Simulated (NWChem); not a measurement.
Molecule: ammonia (NH$_{3}$); SMILES N

Computed with NWChem. Pople sets run with spherical d functions. All runs use the structure optimised with PBE0/def2-SVP. Total energies compare along this basis series because the functional is fixed.

```json
[
 {"level": "B3LYP/STO-3G", "basis functions": "8", "energy (Ha)": "-55.7873", "highest occupied level (eV)": "-4.02", "orbital gap (eV)": "14.54", "dipole (D)": "1.87"},
 {"level": "B3LYP/3-21G", "basis functions": "15", "energy (Ha)": "-56.2277", "highest occupied level (eV)": "-6.03", "orbital gap (eV)": "8.99", "dipole (D)": "2.15"},
 {"level": "B3LYP/6-31G*", "basis functions": "20", "energy (Ha)": "-56.5467", "highest occupied level (eV)": "-6.90", "orbital gap (eV)": "9.07", "dipole (D)": "1.93"},
 {"level": "B3LYP/6-31+G*", "basis functions": "24", "energy (Ha)": "-56.5556", "highest occupied level (eV)": "-7.45", "orbital gap (eV)": "7.85", "dipole (D)": "1.97"},
 {"level": "B3LYP/def2-SVP", "basis functions": "29", "energy (Ha)": "-56.5095", "highest occupied level (eV)": "-6.90", "orbital gap (eV)": "8.34", "dipole (D)": "1.75"},
 {"level": "B3LYP/def2-SVPD", "basis functions": "44", "energy (Ha)": "-56.5243", "highest occupied level (eV)": "-7.54", "orbital gap (eV)": "8.11", "dipole (D)": "1.62"},
 {"level": "B3LYP/def2-TZVP", "basis functions": "49", "energy (Ha)": "-56.5854", "highest occupied level (eV)": "-7.44", "orbital gap (eV)": "8.03", "dipole (D)": "1.78"},
 {"level": "B3LYP/6-311++G**", "basis functions": "43", "energy (Ha)": "-56.5824", "highest occupied level (eV)": "-7.53", "orbital gap (eV)": "7.05", "dipole (D)": "1.84"},
 {"level": "B3LYP/aug-cc-pVTZ", "basis functions": "115", "energy (Ha)": "-56.5886", "highest occupied level (eV)": "-7.59", "orbital gap (eV)": "7.07", "dipole (D)": "1.58"}
]
```
